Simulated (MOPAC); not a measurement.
MOPAC input (MNDO):

```
MNDO PRECISE GNORM=0.05 LET XYZ GEO-OK AUX(PRECISION=9) THREADS=1
CH5N

C     0.05421122 1    0.70484056 1    0.00025981 1
N     0.04393301 1   -0.75753911 1    0.00046505 1
H    -0.93688026 1    1.17928349 1   -0.00704903 1
H    -0.44952413 1   -1.11274988 1    0.81056760 1
H    -0.43767370 1   -1.11306154 1   -0.81660260 1
H     0.58924350 1    1.06029739 1    0.88241211 1
H     0.60203622 1    1.05996094 1   -0.87414231 1
```

Task: What heat of formation does the run end on?

Result: -7.57 kcal/mol.
